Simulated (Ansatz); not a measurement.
Compare A (`CCC(O)(F)F`) with its isomer B (`COC(C)(F)F`).

Isolated molecules relaxed with PBE0-D4/def2-TZVP in Ansatz; ΔE leaves out vibrations. CCSD(T)/CBS adds triple-zeta CCSD(T) − MP2 to the extrapolated MP2 energy (def2 sets, frozen cores). Functionals use def2-TZVPP. B3LYP here is the variant with VWN-RPA as its local correlation; programs differ in this. Each species was taken in one conformer, which may not be the lowest.

Problem. Which isomer does CCSD(T)/CBS put lower? Give the gap. (Best estimate.)

Solution. The calculation gave: A, by 59.3 kJ/mol.

Problem. Give E(B) − E(A) in kJ/mol with B3LYP, B2PLYP, CCSD(T)/def2-TZVPP, ωB97M-V, CCSD/def2-TZVPP, B3LYP-D4, MP2/def2-TZVPP. (An estimate is asked.)

Solution. Computed: B3LYP 53.4, B2PLYP 55.9, CCSD(T)/def2-TZVPP 57.9, ωB97M-V 58.1, CCSD/def2-TZVPP 58.1, B3LYP-D4 53.0, MP2/def2-TZVPP 62.0. None reverses the order clearly.

Largest T1 diagnostic: 0.011.

In def2-TZVPP, CCSD(T) changes the Hartree–Fock value by +6.1 kJ/mol (the triples alone add −0.2 kJ/mol) and MP2 by +10.2 kJ/mol.
